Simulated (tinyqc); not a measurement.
Inside a calculation. Method: RKS/B3LYP (VWN-RPA form) in the sto-6g basis, for LiH, spin multiplicity 1. One step of it, computed by the program tinyqc.

Task: Iteration 2: DIIS coefficients. Solve [B -1; -1 0][c; lambda] = [0; -1] for the coefficients, which sum to one.

B (overlaps of the stored error matrices):
$$\begin{pmatrix}
1.1646135e-01 & 1.3784723e-03 \\
1.3784723e-03 & 5.7269865e-02
\end{pmatrix}$$

Give: DIIS coefficients.

Result:

DIIS coefficients: [0.3269, 0.6731]
